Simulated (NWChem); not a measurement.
Species: phosphine (PH3); SMILES P

```xyz
4

P      0.0000     0.0000     0.1529
H      0.4056    -1.1273    -0.6486
H     -1.1791     0.2124    -0.6486
H      0.7735     0.9150    -0.6486
```
Atoms are numbered in this order, from 1.

Results from NWChem. Geometry: optimised at PBE-D3(BJ)/def2-SVP. GIAO values for the isolated, static molecule; σ is the absolute isotropic shielding.

Task: Estimate the computed values for PBE0/def2-SVP. Quantities: σ P1 (ppm); σ H2 (ppm).

Result: 
- σ P1 (ppm): 627.0
- σ H2 (ppm): 29.22
